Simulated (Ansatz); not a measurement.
Consider the ligand exchange at the Al–O bond: `[OH][AlH2]` + H₂S → `[AlH2][SH]` + H₂O.

Calculated with Ansatz (gas phase, PBE0-D4/def2-TZVP geometries, no zero-point term in ΔE). CCSD(T)/CBS is frozen-core, at the limit of the def2 triple- and quadruple-zeta sets.

`[OH][AlH2]`:

Z-matrix (Å, degrees):
```
Al
O 1 1.696
H 1 1.585 2 119.7
H 1 1.577 2 116.0 3 -180.0
H 2 0.956 1 123.4 3 -0.0
```

H₂S:

Z-matrix (Å, degrees):
```
S
H 1 1.341
H 1 1.341 2 92.3
```

`[AlH2][SH]`:

Z-matrix (Å, degrees):
```
Al
S 1 2.181
H 1 1.579 2 116.5
H 1 1.581 2 118.9 3 -180.0
H 2 1.344 1 93.7 3 180.0
```

H₂O:

```xyz
3

O     0.118    0.259   -0.265
H     0.555    0.024    0.556
H    -0.673   -0.284   -0.291
```

```csv
species,SCS-MP2/def2-TZVPP energy (Eh)
`[OH][AlH2]`,-318.94881
H₂S,-398.90298
`[AlH2][SH]`,-641.52144
H₂O,-76.32077
```

Problem. Work out ΔE.

Solution. ΔE = (-641.52144) + (-76.32077) − (-318.94881) − (-398.90298) = 0.00958 Eh = +25.2 kJ/mol. CCSD(T)/CBS gives +17.4 kJ/mol.

Problem. What do rigid-rotor, harmonic-oscillator terms from PBE0-D4/def2-TZVP frequencies (298.15 K, 1 bar) make of the CCSD(T)/CBS value? (Best estimate.)

Solution. The calculation gave: ΔZPE = +6.0 kJ/mol, ΔH = +24.1 kJ/mol, ΔS = -2 J/(mol·K), ΔG = +24.6 kJ/mol.

Largest T1 diagnostic among the species: 0.012.

In def2-TZVPP, CCSD(T) changes the Hartree–Fock value by −4.6 kJ/mol (the triples alone add −1.6 kJ/mol) and MP2 by −4.8 kJ/mol. Leaving LDA and LC-ωPBE aside and taking each functional with its dispersion term where it has one, the values, not all of them listed here, spread over 17.8 kJ/mol, from HSE06-D4 to CAM-B3LYP-D4. At CCSD(T), def2-SVP lies +8.0 kJ/mol from the extrapolated value and def2-TZVPP +3.8 kJ/mol.
